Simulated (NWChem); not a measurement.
System: chloromethane (CH$_{3}$Cl); SMILES ClC

Input file for NWChem:

```
start job
memory heap 200 mb stack 900 mb global 1100 mb
geometry units angstroms noautosym nocenter noautoz
  C      0.000000     0.000000    -1.110906
  Cl     0.000000     0.000000     0.664417
  H      0.732981     0.732981    -1.470125
  H      0.268290    -1.001270    -1.470125
  H     -1.001270     0.268290    -1.470125
end
basis spherical
  * library aug-cc-pvdz
end
dft
  xc hfexch
  iterations 150
end
tddft
  cis
  nroots 6
  notriplet
end
task tddft energy
```

Output (shortened):

```
             Northwest Computational Chemistry Package (NWChem) 7.3.0
             --------------------------------------------------------

                             Geometry "geometry" -> ""
                             -------------------------

 Output coordinates in angstroms (scale by  1.889725989 to convert to a.u.)

  No.       Tag          Charge          X              Y              Z
 ---- ---------------- ---------- -------------- -------------- --------------
    1 C                    6.0000     0.00000000     0.00000000    -1.11090600
    2 Cl                  17.0000     0.00000000     0.00000000     0.66441700
    3 H                    1.0000     0.73298100     0.73298100    -1.47012500
    4 H                    1.0000     0.26829000    -1.00127000    -1.47012500
    5 H                    1.0000    -1.00127000     0.26829000    -1.47012500

 Effective nuclear repulsion energy (a.u.)      51.3434382480

  xc_inp: hfexch multiplicative factor not found.

                                 NWChem DFT Module
                                 -----------------

 Summary of "ao basis" -> "ao basis" (spherical)
 ------------------------------------------------------------------------------
       Tag                 Description            Shells   Functions and Types
 ---------------- ------------------------------  ------  ---------------------
 C                        aug-cc-pvdz                9       23   4s3p2d
 Cl                       aug-cc-pvdz               11       27   5s4p2d
 H                        aug-cc-pvdz                5        9   3s2p

            General Information
            -------------------
          SCF calculation type: DFT
          Wavefunction type:  closed shell.
          No. of atoms     :     5
          No. of electrons :    26
           Alpha electrons :    13
            Beta electrons :    13
          Charge           :     0
          Spin multiplicity:     1
          Use of symmetry is: off; symmetry adaption is: off
          Maximum number of iterations: 150
          AO basis - number of functions:    77
                     number of shells:    35
          Convergence on energy requested:  1.00D-06
          Convergence on density requested:  1.00D-05
          Convergence on gradient requested:  5.00D-04

              XC Information
              --------------
                     Hartree-Fock (Exact) Exchange  1.000

      Superposition of Atomic Density Guess
      -------------------------------------

 Sum of atomic energies:        -498.64113208

      Non-variational initial energy
      ------------------------------

 Total energy =    -499.367696
 1-e energy   =    -788.457032
 2-e energy   =     237.745898
 HOMO         =      -0.384922
 LUMO         =       0.018792

   convergence    iter        energy       DeltaE   RMS-Dens  Diis-err
 ---------------- ----- ----------------- --------- --------- ---------
 d= 0,ls=0.0,diis     1   -499.1004295799 -5.50D+02  4.21D-03  1.16D-01
 d= 0,ls=0.0,diis     2   -499.1183641956 -1.79D-02  1.32D-03  2.29D-02
 d= 0,ls=0.0,diis     3   -499.1213820670 -3.02D-03  4.62D-04  1.44D-03
 d= 0,ls=0.0,diis     4   -499.1217082648 -3.26D-04  1.01D-04  3.29D-05
 d= 0,ls=0.0,diis     5   -499.1217204524 -1.22D-05  3.22D-05  2.69D-06
  Resetting Diis
 d= 0,ls=0.0,diis     6   -499.1217214547 -1.00D-06  1.11D-05  2.32D-07
 d= 0,ls=0.0,diis     7   -499.1217215459 -9.12D-08  1.89D-06  1.45D-08

         Total DFT energy =     -499.121721545922
      One electron energy =     -790.078972056255
           Coulomb energy =      273.407395949819
    Exchange-Corr. energy =      -33.793583687480
 Nuclear repulsion energy =       51.343438247994

 Numeric. integr. density =        0.000000000000

                       DFT Final Molecular Orbital Analysis
                       ------------------------------------

 Vector   11  Occ=2.000000D+00  E=-5.497961D-01
              MO Center=  7.6D-08,  7.6D-08,  4.5D-02, r^2= 1.9D+00
   Bfn.  Coefficient  Atom+Function         Bfn.  Coefficient  Atom+Function
  ----- ------------  ---------------      ----- ------------  ---------------
    34      0.473943  2 Cl pz                 7     -0.343096  1 C  pz
    37      0.270728  2 Cl pz                10     -0.228608  1 C  pz
    27      0.199906  2 Cl s                  3     -0.114903  1 C  s
    51      0.099288  3 H  s                 60      0.099288  4 H  s
    69      0.099288  5 H  s                 26      0.091426  2 Cl s

 Vector   12  Occ=2.000000D+00  E=-4.358189D-01
              MO Center= -2.6D-02, -2.6D-02,  4.0D-01, r^2= 1.7D+00
   Bfn.  Coefficient  Atom+Function         Bfn.  Coefficient  Atom+Function
  ----- ------------  ---------------      ----- ------------  ---------------
    32      0.409455  2 Cl px                33     -0.409455  2 Cl py
    35      0.331128  2 Cl px                36     -0.331128  2 Cl py
    61     -0.166692  4 H  s                 70      0.166692  5 H  s
    60     -0.145952  4 H  s                 69      0.145952  5 H  s
     5     -0.113030  1 C  px                 6      0.113030  1 C  py

 Vector   13  Occ=2.000000D+00  E=-4.358189D-01
              MO Center=  2.6D-02,  2.6D-02,  4.0D-01, r^2= 1.7D+00
   Bfn.  Coefficient  Atom+Function         Bfn.  Coefficient  Atom+Function
  ----- ------------  ---------------      ----- ------------  ---------------
    32      0.409455  2 Cl px                33      0.409455  2 Cl py
    35      0.331128  2 Cl px                36      0.331128  2 Cl py
    52     -0.192479  3 H  s                 51     -0.168531  3 H  s
     5     -0.113030  1 C  px                 6     -0.113030  1 C  py
    61      0.096240  4 H  s                 70      0.096240  5 H  s

 Vector   14  Occ=0.000000D+00  E= 3.386248D-02
              MO Center=  5.0D-07,  5.0D-07, -2.4D+00, r^2= 1.5D+01
   Bfn.  Coefficient  Atom+Function         Bfn.  Coefficient  Atom+Function
  ----- ------------  ---------------      ----- ------------  ---------------
     4      4.012625  1 C  s                 53     -1.159478  3 H  s
    62     -1.159478  4 H  s                 71     -1.159478  5 H  s
     3      0.987791  1 C  s                 52     -0.694781  3 H  s
    61     -0.694781  4 H  s                 70     -0.694781  5 H  s
    28     -0.538374  2 Cl s                 40      0.295684  2 Cl pz

 Vector   15  Occ=0.000000D+00  E= 5.768531D-02
              MO Center= -9.1D-01, -9.1D-01, -1.9D+00, r^2= 1.7D+01
   Bfn.  Coefficient  Atom+Function         Bfn.  Coefficient  Atom+Function
  ----- ------------  ---------------      ----- ------------  ---------------
    62      4.252912  4 H  s                 71     -4.252933  5 H  s
    11     -1.269008  1 C  px                12      1.268997  1 C  py
    61      0.322906  4 H  s                 70     -0.322907  5 H  s
     8     -0.205529  1 C  px                 9      0.205527  1 C  py
    67      0.113606  4 H  py                75     -0.113607  5 H  px

[...]

                                NWChem TDDFT Module
                                -------------------

            General Information
            -------------------
           No. of orbitals :     154
            Alpha orbitals :      77
             Beta orbitals :      77
        Alpha frozen cores :       0
         Beta frozen cores :       0
     Alpha frozen virtuals :       0
      Beta frozen virtuals :       0
         Spin multiplicity :       1
    Number of AO functions :      77
        Use of symmetry is : off
      Symmetry adaption is : off
         Schwarz screening :  0.10D-07

              XC Information
              --------------
              Hartree-Fock (Exact) Exchange   1.00

             TDDFT Information
             -----------------
          Calculation type : CIS
         Wavefunction type : Restricted singlets
          No. of electrons :      26
           Alpha electrons :      13
            Beta electrons :      13
              No. of roots :       6
          Max subspacesize :    5200
            Max iterations :     100
               Target root :       1
           Target symmetry : none
      Symmetry restriction : off
                 Algorithm : Optimal
        Davidson threshold :  0.10D-03

    6 smallest eigenvalue differences (eV)
--------------------------------------------------------
  No. Spin  Occ  Vir  Irrep   E(Occ)    E(Vir)   E(Diff)
--------------------------------------------------------
    1    1   13   14 a        -0.436     0.034    12.781
    2    1   12   14 a        -0.436     0.034    12.781
    3    1   13   15 a        -0.436     0.058    13.429
    4    1   13   16 a        -0.436     0.058    13.429
    5    1   12   15 a        -0.436     0.058    13.429
    6    1   12   16 a        -0.436     0.058    13.429
--------------------------------------------------------

  Entering Davidson iterations
  Restricted singlet excited states

  Iter   NTrls   NConv    DeltaV     DeltaE      Time
  ----  ------  ------  ---------  ---------  ---------
    1      6       0     0.47E-01   0.10+100       12.0
    2     12       0     0.33E-01   0.25E-01       12.3
    3     18       0     0.19E-01   0.54E-02       12.5
    4     24       0     0.49E-01   0.25E-02       11.9
    5     30       0     0.48E-01   0.35E-01       12.0
    6     36       0     0.97E-02   0.29E-02       12.7
    7     42       0     0.27E-02   0.14E-03       12.5
    8     48       0     0.72E-03   0.99E-05       12.3
    9     54       2     0.17E-03   0.57E-06       12.5
   10     58       6     0.72E-04   0.25E-07       12.1
  ----  ------  ------  ---------  ---------  ---------
  Convergence criterion met

  Ground state a        -499.121721545922 a.u.

  ----------------------------------------------------------------------------
  Root   1 singlet a              0.302819388 a.u.                8.2401 eV
  ----------------------------------------------------------------------------
     Transition Moments    X -0.10296   Y -0.10296   Z  0.00000
     Dipole Oscillator Strength                    0.0042803670
     Electric Quadrupole                           0.0000000187
     Magnetic Dipole                               0.0000002340
     Total Oscillator Strength                     0.0042806197

     Occ.   13  a   ---  Virt.   14  a        0.47353
     Occ.   13  a   ---  Virt.   17  a       -0.44888
     Occ.   13  a   ---  Virt.   18  a        0.33938
     Occ.   13  a   ---  Virt.   21  a       -0.39713
     Occ.   13  a   ---  Virt.   24  a        0.48483
     Occ.   13  a   ---  Virt.   27  a       -0.15068
     Occ.   13  a   ---  Virt.   30  a        0.14201
     Occ.   13  a   ---  Virt.   33  a       -0.07013
  ----------------------------------------------------------------------------
  Root   2 singlet a              0.302819429 a.u.                8.2401 eV
  ----------------------------------------------------------------------------
     Transition Moments    X -0.10296   Y  0.10296   Z -0.00000
     Dipole Oscillator Strength                    0.0042803504
     Electric Quadrupole                           0.0000000187
     Magnetic Dipole                               0.0000002340
     Total Oscillator Strength                     0.0042806031

     Occ.   12  a   ---  Virt.   14  a        0.47353
     Occ.   12  a   ---  Virt.   17  a       -0.44888
     Occ.   12  a   ---  Virt.   18  a        0.33938
     Occ.   12  a   ---  Virt.   21  a       -0.39713
     Occ.   12  a   ---  Virt.   24  a        0.48483
     Occ.   12  a   ---  Virt.   27  a       -0.15068
     Occ.   12  a   ---  Virt.   30  a        0.14201
     Occ.   12  a   ---  Virt.   33  a       -0.07013
  ----------------------------------------------------------------------------
  Root   3 singlet a              0.319687355 a.u.                8.6991 eV
  ----------------------------------------------------------------------------
     Transition Moments    X -0.23375   Y -0.23375   Z -0.00000
     Dipole Oscillator Strength                    0.0232903323
     Electric Quadrupole                           0.0000005568
     Magnetic Dipole                               0.0000018495
     Total Oscillator Strength                     0.0232927386

     Occ.   13  a   ---  Virt.   14  a       -0.65948
     Occ.   13  a   ---  Virt.   17  a       -0.66054
     Occ.   13  a   ---  Virt.   21  a        0.20533
     Occ.   13  a   ---  Virt.   24  a        0.23647
     Occ.   13  a   ---  Virt.   27  a        0.11314
  ----------------------------------------------------------------------------
  Root   4 singlet a              0.319687400 a.u.                8.6991 eV
  ----------------------------------------------------------------------------
     Transition Moments    X -0.23375   Y  0.23375   Z  0.00000
     Dipole Oscillator Strength                    0.0232904344
     Electric Quadrupole                           0.0000005568
     Magnetic Dipole                               0.0000018495
     Total Oscillator Strength                     0.0232928407

     Occ.   12  a   ---  Virt.   14  a       -0.65948
     Occ.   12  a   ---  Virt.   17  a       -0.66054
     Occ.   12  a   ---  Virt.   21  a        0.20533
     Occ.   12  a   ---  Virt.   24  a        0.23647
     Occ.   12  a   ---  Virt.   27  a        0.11314
  ----------------------------------------------------------------------------
  Root   5 singlet a              0.359694037 a.u.                9.7878 eV
  ----------------------------------------------------------------------------
     Transition Moments    X  0.11685   Y  0.11685   Z -0.00011
     Dipole Oscillator Strength                    0.0065480226
     Electric Quadrupole                           0.0000001214
     Magnetic Dipole                               0.0000000819
     Total Oscillator Strength                     0.0065482259

     Occ.   12  a   ---  Virt.   15  a       -0.64043
     Occ.   12  a   ---  Virt.   20  a        0.11505
     Occ.   12  a   ---  Virt.   22  a       -0.23624
     Occ.   12  a   ---  Virt.   26  a        0.10265
     Occ.   13  a   ---  Virt.   16  a        0.64064
     Occ.   13  a   ---  Virt.   17  a        0.06302
     Occ.   13  a   ---  Virt.   19  a       -0.11508
     Occ.   13  a   ---  Virt.   23  a        0.23630
     Occ.   13  a   ---  Virt.   25  a       -0.10269
  ----------------------------------------------------------------------------
  Root   6 singlet a              0.359694041 a.u.                9.7878 eV
  ----------------------------------------------------------------------------
     Transition Moments    X  0.11685   Y -0.11685   Z  0.00000
     Dipole Oscillator Strength                    0.0065479748
     Electric Quadrupole                           0.0000001214
     Magnetic Dipole                               0.0000000819
     Total Oscillator Strength                     0.0065481780

     Occ.   12  a   ---  Virt.   16  a       -0.64053
     Occ.   12  a   ---  Virt.   17  a        0.06302
     Occ.   12  a   ---  Virt.   19  a        0.11506
     Occ.   12  a   ---  Virt.   23  a       -0.23627
     Occ.   12  a   ---  Virt.   25  a        0.10267
     Occ.   13  a   ---  Virt.   15  a       -0.64054
     Occ.   13  a   ---  Virt.   20  a        0.11507
     Occ.   13  a   ---  Virt.   22  a       -0.23627
     Occ.   13  a   ---  Virt.   26  a        0.10267

              Target root =      1
          Target symmetry = none
      Ground state energy =   -499.121721545922
        Excitation energy =      0.302819388198
     Excited state energy =   -498.818902157724

  stored tddft:energy   -498.81890215772370
```

Level: Hartree-Fock/aug-cc-pVDZ, CIS. All runs use the structure optimised with PBE0/def2-SVP.
